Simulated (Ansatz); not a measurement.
Relaxation of C₄H₇N (12 atoms, charge 0, multiplicity 1), to a largest force component of 0.015 eV/Å in at most 40 steps.

Computed with RKS BLYP-D4/6-31G in Ansatz.

```xyz
12
Properties=species:S:1:pos:R:3:forces:R:3
C -1.301 -0.471 0.399 -1.48 2.76 1.03
C -0.010 0.029 -0.103 0.88 0.47 -0.32
C 0.012 0.180 -1.568 1.40 -1.38 -2.11
C 1.061 0.367 0.602 -8.36 -2.26 -5.37
N 1.910 0.673 1.327 7.84 1.20 5.61
H -2.144 0.291 0.108 1.00 -1.04 0.33
H -1.320 -0.512 1.483 -0.16 -0.37 0.58
H -1.560 -1.385 -0.047 -0.53 -1.81 -0.64
H -0.147 -0.837 -2.086 -0.10 0.99 0.45
H 1.001 0.517 -1.955 -0.30 0.10 0.11
H -0.745 0.860 -1.930 -0.65 0.50 -0.33
H 2.559 -0.154 1.468 0.46 0.85 0.65
```

Problem. Where does it end, and by what steps?

Solution. It converged. Limits of this set-up: no polarisation functions. After 9 steps the energy has fallen by 0.904 eV; H12 moved furthest, 0.24 Å. The start is strongly strained (largest force component 8 eV/Å).

```
step  energy less start (eV)  largest force component (eV/Å)  accepted
   0                  0.0000                           8.357       yes
   1                 -0.8104                           1.069       yes
   2                 -0.8207                           1.041       yes
   3                 -0.8837                           0.342       yes
   4                 -0.8939                           0.172       yes
   5                 -0.9020                           0.107       yes
   6                 -0.9034                           0.037       yes
   7                 -0.9034                           0.039       yes
   8                 -0.9034                           0.034       yes
   9                 -0.9035                           0.007       yes
```

```xyz
12
Properties=species:S:1:pos:R:3
C -1.361 -0.449 0.433
C -0.034 0.016 -0.161
C 0.040 0.178 -1.676
C 1.023 0.254 0.611
N 1.958 0.644 1.347
H -2.170 0.262 0.177
H -1.317 -0.532 1.530
H -1.653 -1.435 0.025
H -0.182 -0.779 -2.188
H 1.031 0.522 -2.008
H -0.711 0.914 -2.023
H 2.690 -0.035 1.631
```

Run time: 28 s on 1 CPU thread of a shared host.
